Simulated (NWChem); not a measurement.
# tetrafluoroethylene (C2F4); SMILES FC(F)=C(F)F

Program: NWChem. Pople sets run with spherical d functions. Coordinates come from a PBE0/def2-SVP optimisation.

Question: Order these by “orbital gap (eV)”, lowest first: B3LYP/6-31+G*; B3LYP/def2-SVPD; B3LYP/def2-TZVP; B3LYP/aug-cc-pVTZ; B3LYP/STO-3G.

Answer: B3LYP/STO-3G (7.01), B3LYP/aug-cc-pVTZ (7.12), B3LYP/6-31+G* (7.24), B3LYP/def2-SVPD (7.52), B3LYP/def2-TZVP (7.76)
